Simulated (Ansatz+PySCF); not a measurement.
Results of a calculation; reference values are marked as such.
## Ansatz (development build ahead of 0.2.0) run

```yaml
crystal:
  periodic: [false, false, false]
  atoms:
    - { symbol: C, position_ang: [0.0, 0.0, -0.19666] }
    - { symbol: H, position_ang: [0.0, 0.0, 1.17995] }
basis:
  gaussian: { orbitals: "6-31G" }
total_charge: 1
magnetization:
  spin_polarized: true
hamiltonian:
  xc: pbe0
scf:
  omitted_lower_state_checks: [starts, atomic_configurations, cluster_reference, orbital_swaps, given_window_search, neighbouring_geometries, increment]
```

The input is written out in the form of the current development build from the run's settings.

The run gave:

```
Converged                       : yes
Total energy                    : -37.99861 hartree
Spin squared of the determinant : 0.347
```

Caution: the unrestricted determinant is spin contaminated.
